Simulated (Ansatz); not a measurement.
## C4H8OS, SMILES COCC(C)=S: a ranking of conformers

Program: Ansatz's Python interface.

Script `run_conformers.py`:
```python
# -*- coding: utf-8 -*-
"""Rank force-field conformers of C4H8OS by single points."""

import ansatz as az
from rdkit import Chem
from rdkit.Chem import AllChem


def main():
    rd = Chem.AddHs(Chem.MolFromSmiles("COCC(C)=S"))
    ids = list(AllChem.EmbedMultipleConfs(rd, numConfs=20, randomSeed=71, pruneRmsThresh=0.4))
    field = [energy for _, energy in AllChem.MMFFOptimizeMoleculeConfs(rd)]
    distinct = {round(e, 2): i for i, e in zip(ids, field)}
    chosen = sorted(distinct.items())[:3]
    found = []
    for force_field, index in chosen:
        system = az.Crystal.molecule()
        for atom, xyz in zip(rd.GetAtoms(), rd.GetConformer(index).GetPositions()):
            system = system.atom(atom.GetSymbol(), xyz.round(5).tolist())
        job = (
            system.calculation()
            .basis(gaussian="6-31G*")
            .functional("b3lyp")
            .accuracy("high")  # preset for grids and thresholds
        )
        found.append(job.run(threads=1).report["free_energy_ev"])
    print("conformer   MMFF (kcal/mol)   this level (kcal/mol)")
    for (force_field, index), e in zip(chosen, found):
        print(f"{index:9d} {force_field - chosen[0][0]:17.2f} {23.060548 * (e - min(found)):17.3f}")


if __name__ == "__main__":
    main()
```

Output of `python run_conformers.py`:
```text
conformer   MMFF (kcal/mol)   this level (kcal/mol)
        3              0.00             0.000
        7              0.10             0.204
        2              3.33             3.875
```

These settings explore the input space; basis and method may be short of convergence. The conformers keep their force-field geometries. b3lyp holds the VWN-RPA fit, as in Gaussian; the form of ORCA and Turbomole is b3lyp5. Run time: 41 s on 1 thread of Arm Neoverse V2 (shared host), peak memory 0.59 GiB.
